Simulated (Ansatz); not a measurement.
Program: Ansatz. Geometries: PBE0-D4/def2-TZVP. ΔE: electronic, gas phase. CCSD(T)/CBS is the MP2 limit (def2-TZVPP, def2-QZVPP) plus CCSD(T) − MP2 in def2-TZVPP, frozen cores. This one scheme is used for every species. Functionals use def2-TZVPP. For Mg outer-core shells are correlated without core-valence functions, which leaves a few kJ/mol of doubt a bond. Each species was taken in one conformer, which may not be the lowest.

Reaction (ligand exchange at a Mg–C bond): `[CH3][Mg][CH3]` + NH₃ → `[CH3][Mg][NH2]` + CH₄

`[CH3][Mg][CH3]`:

```xyz
9

C     1.619    0.947    0.918
Mg   -0.002    0.001    0.003
C    -1.619   -0.947   -0.917
H     1.321    1.489    1.822
H     2.096    1.674    0.253
H     2.393    0.233    1.217
H    -2.572   -0.686   -0.444
H    -1.705   -0.674   -1.975
H    -1.532   -2.038   -0.876
```

NH₃:

Z-matrix (Å, degrees):
```
N
H 1 1.013
H 1 1.013 2 107.1
H 1 1.013 2 107.1 3 -114.5
```

`[CH3][Mg][NH2]`:

```xyz
8

C     0.460   -1.036    1.330
Mg   -0.086    0.197   -0.252
N    -0.584    1.320   -1.692
H    -0.411   -1.360    1.910
H     1.139   -0.531    2.024
H     0.968   -1.942    0.982
H     0.028    1.696   -2.401
H    -1.513    1.656   -1.900
```

CH₄:

```xyz
5

C     0.000    0.000    0.000
H     0.450    0.174   -0.977
H    -0.626   -0.891   -0.042
H    -0.609    0.860    0.278
H     0.786   -0.143    0.741
```

```json
{"level": "r2SCANh-D4", "ΔE (eV)": "-0.83"}
{"level": "CAM-B3LYP-D4", "ΔE (eV)": "-0.85"}
{"level": "r2SCAN", "ΔE (eV)": "-0.83"}
{"level": "PBE0", "ΔE (eV)": "-0.76"}
{"level": "CCSD(T)/def2-SVP", "ΔE (eV)": "-0.91"}
{"level": "HF/def2-TZVPP", "ΔE (eV)": "-0.88"}
{"level": "CCSD(T)/def2-TZVPP", "ΔE (eV)": "-0.80"}
{"level": "SCS-MP2/def2-QZVPP", "ΔE (eV)": "-0.85"}
```

Q: What does CCSD(T)/CBS give? (Estimate.)

A: The calculation gave: -0.79 eV. The listed levels differ from it by -0.04, -0.06, -0.04, 0.03, -0.12, -0.09, -0.01, -0.06 eV.

Largest T1 diagnostic among the species: 0.009.

In def2-TZVPP, CCSD(T) changes the Hartree–Fock value by +0.08 eV (the triples alone add +0.01 eV) and MP2 by +0.04 eV. Leaving LDA and LC-ωPBE aside and taking each functional with its dispersion term where it has one, the values, not all of them listed here, spread over 0.10 eV, from BHLYP-D4 to PBE-D4.
